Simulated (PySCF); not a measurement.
A structure optimised at PBE0-D3(BJ)/def2-SVP (Å):
```
atom  x, y, z in Å
C1     2.300    1.383    0.093
C2     1.502    0.524    0.401
C3     0.557   -0.493    0.775
C4     0.020   -1.460   -0.259
C5    -0.887   -0.421    0.312
C6    -1.375    0.730   -0.522
H7     3.009    2.143   -0.177
H8     0.717   -0.902    1.778
H9     0.368   -1.321   -1.286
H10   -0.101   -2.503    0.045
H11   -1.604   -0.780    1.059
H12   -0.604    1.060   -1.233
H13   -1.635    1.595    0.109
H14   -2.272    0.446   -1.095
```

Neutral, closed shell.

(1) Read off the bonds between heavy atoms and their formal orders.

(2) Write the SMILES.

(3) Name the point group.

(4) Which rings does it hold (smallest set)?

(5) Classify the heavy atoms.

(6) What is the arrangement about C5?

(7) What is the arrangement about C2?

Answers

(1) C1–C2 1.21 Å (triple); C2–C3 1.44 Å (single); C3–C4 1.51 Å (single); C4–C5 1.49 Å (single); C5–C6 1.50 Å (single); C3–C5 1.52 Å (single). Bonds to hydrogen (Å): C1–H7 1.07; C3–H8 1.10; C4–H9 1.09; C4–H10 1.09; C5–H11 1.10; C6–H12 1.10; C6–H13 1.10; C6–H14 1.10.

(2) `C#C[C@@H]1C[C@@H]1C`, C6H8. Among its features: alkyne and cyclopropane ring.

(3) C1 (no symmetry element, even within 0.4 Å).

(4) C3–C4–C5 (3 members).

(5) C1: terminal alkyne carbon; C2: alkyne carbon; C3: propargylic carbon; C4: three-membered-ring carbon; C5: three-membered-ring carbon; C6: methyl carbon.

(6) It has 4 neighbours (C4, C6, C3, H11) and has angles from 60.4° to 121.2°.

(7) It has 2 neighbours (C1, C3) and is linear (angle 179.6°).

These are computed values.
